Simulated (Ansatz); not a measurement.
# AlO₂ (quartet): relaxing a cheap start

Aim: relax a generated start of AlO₂ (quartet) and see which bonds hold.

Computed with Ansatz 0.2.0, Gaussian basis. Level: UKS PBE0/def2-TZVP.

**1. Starting geometry**

3 atoms, charge 0, spin multiplicity 4.

Atoms are counted from 1 here; the program's logs count them from 0.

Bond lengths: O1–Al2 1.749 Å, Al2–O3 1.749 Å. Angles: O1–Al2–O3 180.0°.

The start was built by rule and, where that kept it together, relaxed with GFN2-xTB. Sticks and bond lists go by distance. 

**2. The run**

in.yaml

```yaml
crystal:
  periodic: [false, false, false]
  atoms:
    - {symbol: O, position_ang: [0.000000, 0.000000, -1.749437]}
    - {symbol: Al, position_ang: [0.000000, 0.000000, 0.000000]}
    - {symbol: O, position_ang: [0.000000, 0.000000, 1.749437]}
basis:
  gaussian: {orbitals: def2-TZVP}
magnetization: {spin_polarized: true, initial_magnetization: 3}
hamiltonian: {xc: pbe0}
relax: {f_tol: 0.004, max_steps: 80}
```

Run with:

```bash
ansatz run in.yaml --threads 1 --pin off --events-out ev --progress --plain --max-ram 2176MiB
```

What does the calculation give? Wanted: energy gained; shift from the start; total energy; dipole moment; ⟨S²⟩.

As calculated:

```
                  quantity           value
                     steps               4
             energy gained        0.019 eV
shift from the start (rms)         0.026 Å
              total energy  -10681.1331 eV
             dipole moment          0.00 D
                      ⟨S²⟩           3.756
```

In words: The bonds of the start are those of the end. O1–Al2 went from 1.749 to 1.782 Å. No vibrations were run, so this is a stationary point, not a proven minimum, and this spin need not be the ground state's.
